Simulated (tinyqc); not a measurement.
Inside a calculation. Method: coupled-perturbed Hartree-Fock on RHF in the sto-3g basis, for BH2+, spin multiplicity 1. One step of it, computed by the program tinyqc.

Problem. Coupled step 1. U_ai = -(mu_ai + sum_bj [4 (ai|bj) - (ab|ij) - (aj|bi)] U_bj) / (e_a - e_i); alpha = -4 sum U_ai mu_ai.

uncoupled U:
```
,i1,i2,i3
a4,-0.012440,-1.254216,-0.115616
a5,0.000000,0.000000,0.000000
a6,0.008120,-0.079724,-0.339949
a7,0.003711,-0.072790,0.659117
```

dipole integrals <a|z|i> (bohr):
```
,i1,i2,i3
a4,0.095618,0.888345,0.063641
a5,0.000000,0.000000,0.000000
a6,-0.065976,0.091473,0.336393
a7,-0.030338,0.087197,-0.685544
```

orbital energies (hartree): MO1 -7.926319, MO2 -0.948427, MO3 -0.790586, MO4 -0.240140, MO5 -0.157055, MO6 0.198952, MO7 0.249509

Two-electron integrals over orbitals (pq|rs), unique and non-zero (hartree):
```
p,q,r,s,(pq|rs)
1,1,1,1,2.891518
2,1,1,1,-0.256247
2,1,2,1,0.036262
2,2,1,1,0.615330
2,2,2,1,-0.007846
2,2,2,2,0.471886
3,1,1,1,-0.013043
3,1,2,1,0.001405
3,1,2,2,-0.001970
3,1,3,1,0.008844
3,2,1,1,0.001322
3,2,2,1,-0.000980
3,2,2,2,-0.015340
3,2,3,1,0.014070
3,2,3,2,0.135300
3,3,1,1,0.547076
3,3,2,1,-0.003429
3,3,2,2,0.455752
3,3,3,1,0.001100
3,3,3,2,0.010696
3,3,3,3,0.472844
4,1,1,1,0.152548
4,1,2,1,-0.019097
4,1,2,2,0.013504
4,1,3,1,-0.001124
4,1,3,2,0.000090
4,1,3,3,0.006475
4,1,4,1,0.026604
4,2,1,1,-0.084802
4,2,2,1,0.006835
4,2,2,2,0.019549
4,2,3,1,0.000312
4,2,3,2,-0.001160
4,2,3,3,0.017653
4,2,4,1,0.011908
4,2,4,2,0.070222
4,3,1,1,-0.008608
4,3,2,1,0.000560
4,3,2,2,-0.002970
4,3,3,1,-0.002605
4,3,3,2,0.025673
4,3,3,3,0.002549
4,3,4,1,0.000654
4,3,4,2,0.003269
4,3,4,3,0.034125
4,4,1,1,0.692944
4,4,2,1,-0.012092
4,4,2,2,0.434404
4,4,3,1,-0.000397
4,4,3,2,0.001264
4,4,3,3,0.418624
4,4,4,1,-0.010075
4,4,4,2,-0.074639
4,4,4,3,-0.006087
4,4,4,4,0.565575
5,1,5,1,0.021661
5,2,5,1,0.021951
5,2,5,2,0.074614
5,3,5,1,0.001146
5,3,5,2,0.002833
5,3,5,3,0.018521
5,4,5,1,-0.012626
5,4,5,2,-0.034391
5,4,5,3,-0.002071
5,4,5,4,0.043960
5,5,1,1,0.742010
5,5,2,1,-0.009502
5,5,2,2,0.469009
5,5,3,1,-0.000453
5,5,3,2,0.000395
5,5,3,3,0.431276
5,5,4,1,0.005361
5,5,4,2,-0.043659
5,5,4,3,-0.004732
5,5,4,4,0.501652
5,5,5,5,0.586773
6,1,1,1,0.165756
6,1,2,1,-0.025206
6,1,2,2,0.000790
6,1,3,1,-0.006646
6,1,3,2,-0.007804
6,1,3,3,-0.001094
6,1,4,1,0.003746
6,1,4,2,-0.013100
6,1,4,3,0.000991
6,1,4,4,0.016343
6,1,5,5,0.004682
6,1,6,1,0.027033
6,2,1,1,-0.173183
6,2,2,1,0.005229
6,2,2,2,-0.049805
6,2,3,1,-0.003100
6,2,3,2,0.000916
6,2,3,3,-0.014343
6,2,4,1,-0.012585
6,2,4,2,0.002945
6,2,4,3,0.014410
6,2,4,4,-0.045228
6,2,5,5,-0.089011
6,2,6,1,0.004528
6,2,6,2,0.077059
6,3,1,1,-0.102523
6,3,2,1,0.002829
6,3,2,2,-0.026126
6,3,3,1,-0.001292
6,3,3,2,0.055754
6,3,3,3,-0.006031
6,3,4,1,-0.000459
6,3,4,2,0.023854
6,3,4,3,0.029240
6,3,4,4,-0.044120
6,3,5,5,-0.051841
6,3,6,1,-0.001418
6,3,6,2,0.045885
6,3,6,3,0.085345
6,4,1,1,-0.089696
6,4,2,1,0.000253
6,4,2,2,-0.025199
6,4,3,1,0.003805
6,4,3,2,0.030747
6,4,3,3,0.001656
6,4,4,1,-0.002345
6,4,4,2,0.013028
6,4,4,3,0.001706
6,4,4,4,-0.048112
6,4,5,5,-0.043756
6,4,6,1,-0.001004
6,4,6,2,0.039065
6,4,6,3,0.036867
6,4,6,4,0.042117
6,5,5,1,-0.013913
6,5,5,2,-0.042902
6,5,5,3,-0.009156
6,5,5,4,0.009769
6,5,6,5,0.035422
6,6,1,1,0.608183
6,6,2,1,-0.007045
6,6,2,2,0.462141
6,6,3,1,0.006378
6,6,3,2,0.083578
6,6,3,3,0.472241
6,6,4,1,0.018264
6,6,4,2,0.042799
6,6,4,3,0.032844
6,6,4,4,0.414636
6,6,5,5,0.444704
6,6,6,1,-0.008286
6,6,6,2,-0.022630
6,6,6,3,0.050493
6,6,6,4,0.010012
6,6,6,6,0.576720
7,1,1,1,0.081388
7,1,2,1,-0.013058
7,1,2,2,-0.001710
7,1,3,1,0.011193
7,1,3,2,0.017199
7,1,3,3,0.001519
7,1,4,1,0.002033
7,1,4,2,-0.005969
7,1,4,3,-0.004224
7,1,4,4,0.007806
7,1,5,5,0.002239
7,1,6,1,0.004095
7,1,6,2,-0.003284
7,1,6,3,-0.002921
7,1,6,4,0.005497
7,1,6,6,0.006390
7,1,7,1,0.021508
7,2,1,1,-0.093522
7,2,2,1,0.002504
7,2,2,2,-0.022454
7,2,3,1,0.007290
7,2,3,2,-0.015329
7,2,3,3,-0.008137
7,2,4,1,-0.005809
7,2,4,2,0.006652
7,2,4,3,-0.030991
7,2,4,4,-0.027173
7,2,5,5,-0.047277
7,2,6,1,-0.003551
7,2,6,2,0.016368
7,2,6,3,-0.026832
7,2,6,4,0.017555
7,2,6,6,-0.044744
7,2,7,1,0.009435
7,2,7,2,0.064820
7,3,1,1,0.192814
7,3,2,1,-0.005372
7,3,2,2,0.030139
7,3,3,1,-0.000331
7,3,3,2,0.027279
7,3,3,3,0.021839
7,3,4,1,-0.000817
7,3,4,2,-0.052403
7,3,4,3,0.006732
7,3,4,4,0.088334
7,3,5,5,0.095158
7,3,6,1,0.005411
7,3,6,2,-0.046227
7,3,6,3,-0.018468
7,3,6,4,-0.028947
7,3,6,6,0.022870
7,3,7,1,0.002386
7,3,7,2,-0.048030
7,3,7,3,0.100119
7,4,1,1,-0.038434
7,4,2,1,0.000506
7,4,2,2,-0.002539
7,4,3,1,-0.008139
7,4,3,2,-0.065669
7,4,3,3,-0.006890
7,4,4,1,-0.001239
7,4,4,2,0.004365
7,4,4,3,0.001756
7,4,4,4,-0.020630
7,4,5,5,-0.018074
7,4,6,1,0.005671
7,4,6,2,0.017581
7,4,6,3,-0.025210
7,4,6,4,-0.009550
7,4,6,6,-0.045059
7,4,7,1,-0.010193
7,4,7,2,0.013541
7,4,7,3,-0.031733
7,4,7,4,0.054428
7,5,5,1,-0.006868
7,5,5,2,-0.021878
7,5,5,3,0.013695
7,5,5,4,0.005228
7,5,6,5,0.008560
7,5,7,5,0.022325
7,6,1,1,-0.005126
7,6,2,1,0.000873
7,6,2,2,0.016241
7,6,3,1,-0.005652
7,6,3,2,-0.070048
7,6,3,3,-0.008423
7,6,4,1,0.006606
7,6,4,2,0.021213
7,6,4,3,-0.024629
7,6,4,4,-0.016125
7,6,5,5,-0.000202
7,6,6,1,-0.001140
7,6,6,2,-0.018693
7,6,6,3,-0.038767
7,6,6,4,-0.020615
7,6,6,6,-0.041948
7,6,7,1,-0.008874
7,6,7,2,0.021648
7,6,7,3,-0.033143
7,6,7,4,0.031277
7,6,7,6,0.060113
7,7,1,1,0.628151
7,7,2,1,-0.007665
7,7,2,2,0.470348
7,7,3,1,-0.007469
7,7,3,2,-0.087904
7,7,3,3,0.462779
7,7,4,1,0.007747
7,7,4,2,0.010244
7,7,4,3,-0.031284
7,7,4,4,0.442883
7,7,5,5,0.451501
7,7,6,1,0.006952
7,7,6,2,-0.028225
7,7,6,3,-0.066964
7,7,6,4,-0.024477
7,7,6,6,0.412134
7,7,7,1,-0.007086
7,7,7,2,0.021636
7,7,7,3,-0.001138
7,7,7,4,0.039592
7,7,7,6,0.055809
7,7,7,7,0.564122
```

Give: U after step 1; polarisability.

Solution.

U after step 1:
```
,i1,i2,i3
a4,-0.0074,-1.5122,-0.1421
a5,0.0000,0.0000,0.0000
a6,-0.0002,0.0099,-0.3041
a7,-0.0004,-0.0311,0.6026
```

polarisability = 7.4814 bohr^3
